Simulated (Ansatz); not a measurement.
Input for Ansatz (development build ahead of 0.2.0):

```yaml
crystal:
  periodic: [false, false, false]
  atoms:
    - { symbol: C, position_ang: [0.01861, 0.02318, -0.61768] }
    - { symbol: C, position_ang: [0.01167, 0.00536, 0.59458] }
    - { symbol: H, position_ang: [-0.02376, -0.01594, 1.6923] }
    - { symbol: H, position_ang: [-0.01947, -0.01907, -1.68878] }
basis:
  gaussian: { orbitals: cc-pVTZ }
total_charge: 1
magnetization:
  initial_magnetization: 1
hamiltonian:
  xc: hf
correlation:
  method: mp2
  frozen_orbitals: { C: 1, H: 0 }
output:
  forces: true
```

The input is written out in the form of the current development build from the run's settings. Correlation on restricted open-shell orbitals is semicanonical, with singles.

Results

```json
{
 "Converged": "yes",
 "Reference energy": "-76.48708 hartree",
 "Correlation energy": "-0.24790 hartree",
 "Total energy": "-76.73499 hartree",
 "Spin squared of the determinant": "0.750",
 "Stability test": "minimum among restricted orbitals"
}
```

Forces (eV/Å):
```csv
atom,Fx,Fy,Fz
C1,-0.084,-0.085,-3.813
C2,-0.070,-0.051,4.734
H3,0.075,0.047,-0.798
H4,0.078,0.089,-0.122
```

Caution: MP2 on this radical cation hangs on the determinant chosen.
